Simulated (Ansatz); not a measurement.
# singlet AlO(-): levels of theory in one basis

```tsv
atom	x (Å)	y (Å)	z (Å)
Al	0.0000	0.0000	-0.8856
O	0.0000	0.0000	0.8856
```

Basis set: def2-SVP (spherical functions). Left uncorrelated: 6 orbitals. Charge -1, multiplicity 1.

Computed with Ansatz (development build ahead of 0.2.0); each method stands on the lowest determinant of its kind that the runs found.

```json
{"method": "RHF", "E − E(RHF) (eV)": "0.00", "<S²> of the determinant": "–"}
{"method": "UHF", "E − E(RHF) (eV)": "-0.01", "<S²> of the determinant": "0.56"}
{"method": "RHF-MP2", "E − E(RHF) (eV)": "-7.36", "<S²> of the determinant": "–"}
{"method": "RHF-CCSD(T)", "E − E(RHF) (eV)": "-7.72", "<S²> of the determinant": "–"}
```

(1) What does UHF-MP2 give on the same scale?

(2) Is a single determinant a sound starting point here?

## Answers

(1) -6.11 eV.

(2) Only with care. Unrestricted orbitals gain 0.01 eV and <S²> is 0.56 against 0.00 for a pure state, so spin symmetry breaks but gains little energy; restricted orbitals can still serve.

Caution: no diffuse functions for an anion. Caution for UHF, UHF-MP2: the unrestricted determinant is spin contaminated.
